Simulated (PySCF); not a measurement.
Electric properties by functional and basis

Species: C6H4O2.
SMILES: `C1=CC2=C(C=CO2)O1`

PySCF, dipoles from the SCF density, polarisabilities from static response with core orbitals frozen. Geometry: PBE0-D3(BJ)/def2-SVP; no solvent, vibrations or thermal averaging.

The anisotropy is √(½[(α1 − α2)² + (α2 − α3)² + (α3 − α1)²]).

```csv
level,α (Å³),anisotropy (Å³)
LDA/def2-SVPD,10.98,7.90
PBE/def2-SVPD,10.93,7.93
B3LYP/def2-SVPD,10.74,7.66
PBE0/def2-SVPD,10.62,7.53
BHandHLYP/def2-SVPD,10.45,7.29
CAM-B3LYP/def2-SVPD,10.55,7.30
wB97X-D/def2-SVPD,10.59,7.23
LC-wPBE/def2-SVPD,10.27,6.89
HF/def2-SVPD,10.26,6.91
PBE0/6-31G*,8.64,8.34
PBE0/def2-SVP,9.05,7.63
PBE0/6-31+G*,10.30,7.34
PBE0/aug-cc-pVDZ,10.96,7.66
PBE0/def2-TZVP,10.32,7.62
```

No reference polarisability is at hand; against PBE0 in the largest diffuse basis at hand (aug-cc-pVDZ) the other PBE0 rows deviate by 6-31G* -21%, def2-SVP -17%, 6-31+G* -6%, def2-SVPD -3%, def2-TZVP -6%. The dipole stays under 0.05 D at every level. In one basis (def2-SVPD) the functionals order the polarisability from HF (lowest) to LDA (highest), a spread of 7%. With PBE0 the polarisability is 9.33 Å³ without diffuse functions (mean of 6-31G*, def2-SVP and def2-TZVP) and 10.62 Å³ with them (mean of 6-31+G*, def2-SVPD and aug-cc-pVDZ).
